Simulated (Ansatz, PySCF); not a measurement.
This PySCF input computes a BLYP/def2-TZVPD energy:

```python
from pyscf import gto, scf, dft

mol = gto.M(
    atom='''
    Li   -0.00000000   -0.00000000   -1.17116215
    F     0.00000000    0.00000000    0.39038738
    ''',
    basis='def2-tzvpd',
    charge=0,
    spin=0,
    verbose=4,
)

mf = dft.RKS(mol, xc='blyp').density_fit(auxbasis='def2-universal-jkfit')
mf.grids.level = 3
mf.conv_tol = 1e-9
mf.max_cycle = 100
mf.max_memory = 1500
mf.kernel()
if not mf.converged:
    mf = mf.newton()
    mf.kernel(mf.make_rdm1())
mf.analyze()
```

**Question.** Write an input for the same energy in Ansatz (a program for electronic structure) and say what it gives.

**Answer.** 
Ansatz 0.2 input:
```yaml
crystal:
  periodic: [false, false, false]
  atoms:
    - {symbol: Li, position_ang: [-0.00000000, -0.00000000, -1.17116215]}
    - {symbol: F, position_ang: [0.00000000, 0.00000000, 0.39038738]}
basis:
  gaussian:
    orbitals: def2-TZVPD
hamiltonian:
  xc: {name: BLYP}
output: {forces: true}
```
It gives -107.46641 Eh, and PySCF -107.46644 Eh, a difference of 0.03 mEh, from the treatment of integrals and grids.
